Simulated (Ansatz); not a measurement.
## Which is lower?

The two ends of one reaction step of CH6FSi, doublet (PBE0-D4/def2-TZVP).

A:

```
9
angstrom
H 0.7913 -1.2635 0.0361
C -1.7738 0.3670 1.2843
F -1.2132 1.1305 0.3476
Si 1.4401 -0.3909 -0.9749
H -1.6208 0.7026 2.3011
H -2.6118 -0.2289 0.9489
H 2.6195 -1.0965 -1.5409
H 0.4813 -0.0907 -2.0671
H 1.8876 0.8709 -0.3349
```

B:

H1  (-0.856, -0.730, 1.241)
C2  (-1.473, 0.166, 1.143)
F3  (-0.929, 0.977, 0.168)
Si4  (1.637, -0.434, -1.144)
H5  (-1.492, 0.713, 2.088)
H6  (-2.487, -0.109, 0.848)
H7  (2.780, -1.255, -1.627)
H8  (0.701, -0.123, -2.253)
H9  (2.118, 0.795, -0.464)
(Å)

Computed with Ansatz 0.2.0 (basis: def2-TZVPP); correlated methods freeze the cores; orbitals are unrestricted. B3LYP uses VWN-RPA correlation.

(1) Which structure is lower at CCSD(T), and by how much? (To be estimated.)

The T1 diagnostic stays at or below 0.014. ⟨S²⟩ of the unrestricted Hartree–Fock references: 0.75 to 0.76 (a pure state has 0.75).

Results:

(1) By the calculation: B, by 12.25 kcal/mol (electronic energy, against the other). By their contacts, A is a complex of CH₂F ([CH2][F]) + SiH₄ and B is a complex of CH₃F ([CH3][F]) + SiH₃.

All methods give the same order:

```csv
method,E(B) − E(A) (kcal/mol)
SPW92,-15.18
PBE-D4,-13.38
BLYP-D4,-11.58
r2SCAN-D4,-11.28
B97M-V,-12.34
PBE0-D4,-12.87
B3LYP-D4,-11.48
r2SCAN0-D4,-11.10
BHLYP-D4,-10.40
CAM-B3LYP-D4,-11.01
wB97X-V,-10.65
wB97M-V,-10.87
B2PLYP,-11.62
PBE-QIDH,-12.67
RPA on PBE,-12.34
HF,-7.57
MP2,-14.01
CCSD,-11.87
CCSD(T),-12.25
```

Labels in which every atom is bracketed show which atoms are joined, not bond orders.

For scale, one of the runs: CCSD(T)/def2-TZVPP, 188 basis functions, launched by `ansatz run in.yaml --threads 4 --pin off --events-out ev --progress --plain --max-ram 9574MiB`. Time: 93 s of wall clock on 4 CPU threads of an Arm Neoverse V2; the host was shared. Peak host memory: 5 GiB.
